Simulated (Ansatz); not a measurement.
# SiH₄S (triplet): from Hartree-Fock to the top rungs at distance Si1–H5 along a hydrogen transfer = 1.801 Å, cc-pVDZ

Aim: climb from Hartree-Fock through coupled cluster and multireference methods for SiH₄S (triplet) at one geometry and basis, and see what each rung misses.

Method: cc-pVDZ, core rule «outside noble gas», up to 10 orbitals frozen; program: Ansatz 0.2.0, Gaussian basis.

Plan: UHF; CCSD(T) on ROHF; CCSD(T) on UHF; BCCD(T) on ROHF; CISD; CCSDT(Q) on ROHF; CCSDT(Q) on UHF; CASSCF and MRCISD+Q, 4 electrons in 4 orbitals; CASSCF and NEVPT2, 4 electrons in 4 orbitals.

11 further runs of the same task are left out: 1 for a mislabelled method, 10 that didn't finish.

## 1. The system

The geometry derives from fragments relaxed apart (PBE0/def2-TZVP) and kept rigid, so it is no stationary point. A hydrogen atom is moved between rigid fragments.

6 atoms, charge 0, spin multiplicity 3.

Atoms are counted from 1 here; the program's logs count them from 0.

Bond lengths: Si1–H2 1.485 Å, Si1–H3 1.485 Å, Si1–H4 1.485 Å, H5–S6 1.506 Å. Angles: H2–Si1–H3 109.5°, H2–Si1–H4 109.5°, H3–Si1–H4 109.5°.

## 2. UHF

Contents of in.yaml:

```yaml
crystal:
  periodic: [false, false, false]
  atoms:
    - {symbol: Si, position_ang: [-1.657122, 0.000000, 0.000000]}
    - {symbol: H, position_ang: [-2.151994, 1.399708, 0.000000]}
    - {symbol: H, position_ang: [-2.151994, -0.699854, 1.212183]}
    - {symbol: H, position_ang: [-2.151994, -0.699854, -1.212182]}
    - {symbol: H, position_ang: [0.143878, 0.000000, 0.000000]}
    - {symbol: S, position_ang: [1.649878, 0.000000, 0.000000]}
basis:
  gaussian: {orbitals: cc-pVDZ}
magnetization: {spin_polarized: true, initial_magnetization: 2}
hamiltonian: {xc: hf}
output: {orbitals: {seedname: orbitals}}
```

Launch:

```console
ansatz run in.yaml --threads 1 --pin off --events-out ev --progress --plain --max-ram 2393MiB
```

The runs that follow: CCSD(T) on ROHF; CCSD(T) on UHF; BCCD(T) on ROHF; CISD; CCSDT(Q) on ROHF; CCSDT(Q) on UHF; CASSCF and MRCISD+Q, 4 electrons in 4 orbitals; CASSCF and NEVPT2, 4 electrons in 4 orbitals.

**Question.** What will the summary of the whole plan be? Wanted: UCCSDT(Q) below the RHF energy; RMP2 from UCCSDT(Q); UMP2 from UCCSDT(Q); RCCSD from UCCSDT(Q); RCCSD(T) from UCCSDT(Q); UCCSD(T) from UCCSDT(Q); RCCSDT(Q) from UCCSDT(Q); NEVPT2 pair from UCCSDT(Q); MRCISD+Q pair from UCCSDT(Q).

As calculated:

| quantity | value |
| --- | --- |
| UCCSDT(Q) below the RHF energy | -7.6675 eV |
| RMP2 from UCCSDT(Q) | +138.8 kJ/mol |
| UMP2 from UCCSDT(Q) | +144.3 kJ/mol |
| RCCSD from UCCSDT(Q) | +19.4 kJ/mol |
| RCCSD(T) from UCCSDT(Q) | +3.8 kJ/mol |
| UCCSD(T) from UCCSDT(Q) | +3.9 kJ/mol |
| RCCSDT(Q) from UCCSDT(Q) | 0.0 kJ/mol |
| NEVPT2 pair from UCCSDT(Q) | +137.8 kJ/mol |
| MRCISD+Q pair from UCCSDT(Q) | +6.0 kJ/mol |
| levels within 1 kcal/mol (43 meV) | RCCSD(T), UCCSD(T), BCCD(T), RCCSDT, UCCSDT, RCCSDT(Q) |
| T1 diagnostic | 0.019 |

**Reading.** RCCSD(T) misses by +3.8 kJ/mol, 0.5 % of the correlation energy. Of the multireference levels listed MRCISD+Q pair comes nearest in total energy (+6.0 kJ/mol), which doesn't show that its space is the better one. These misses are within one basis, not against nature; the frozen cores of restricted and unrestricted runs differ, which can shift their rows.
